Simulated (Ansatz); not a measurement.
A nudged elastic band was laid between two geometries of BClH2 + H (5 atoms, charge 0, multiplicity 2).

Level of theory: Ansatz 0.2.0, UKS PBE0-D4/def2-SVP.

- movable images: 5
- climbing image: yes
- spring: 5.0 eV/Å²
- optimiser: lbfgs
- start path: through a guess of the saddle point
- force threshold: 0.05 eV/Å
- iteration limit: 60
- end points: relaxed

Image 0:

```xyz
5
Properties=species:S:1:pos:R:3
B -0.006 0.000 -0.325
H 0.015 0.000 0.877
H 0.985 0.000 -1.006
Cl -1.553 0.000 -1.118
H -0.020 0.000 3.887
```

Image 6:

```xyz
5
Properties=species:S:1:pos:R:3
B -0.074 0.000 -0.661
H 0.030 0.000 2.462
H 0.989 0.000 -1.232
Cl -1.585 0.000 -1.477
H 0.059 0.000 3.224
```

(1) Which bonds break or form, and what moves?

(2) Give the energies along the band, and the barrier.

(3) What is the geometry of the highest image?

Results:

(1) Bonds broken: B1–H2. Bonds formed: H2–H5. BClH2 + H becomes BClH + H2.

(2) The forces met the threshold. The highest image is number 3 of 0 to 6, 8.3 kcal/mol above the first end and 5.5 kcal/mol above the last; the last end lies 2.7 kcal/mol above the first. Another band between the same ends (5 images) ends at a top of the same energy, where a vibrational analysis finds 2 clearly imaginary modes.

| image | path coordinate (Å) | energy (kcal/mol) | B1–H2 (Å) | H2–H5 (Å) |
| --- | --- | --- | --- | --- |
| 0 | 0.00 | 0.0 | 1.20 | 3.01 |
| 1 | 0.57 | 0.2 | 1.20 | 2.37 |
| 2 | 1.15 | 1.8 | 1.21 | 1.72 |
| 3 | 1.73 | 8.3 | 1.56 | 0.91 |
| 4 | 2.27 | 4.8 | 2.13 | 0.78 |
| 5 | 2.81 | 3.1 | 2.62 | 0.77 |
| 6 | 3.36 | 2.7 | 3.12 | 0.76 |

(3) 
```xyz
5
Properties=species:S:1:pos:R:3
B -0.022 0.000 -0.060
H -0.021 0.000 1.498
H 1.021 0.000 -0.667
Cl -1.545 0.000 -0.867
H -0.014 0.000 2.412
```

Run time: 43 s on 1 thread of Intel(R) Xeon(R) 6975P-C (Granite Rapids) (shared host), peak memory 0.13 GiB.
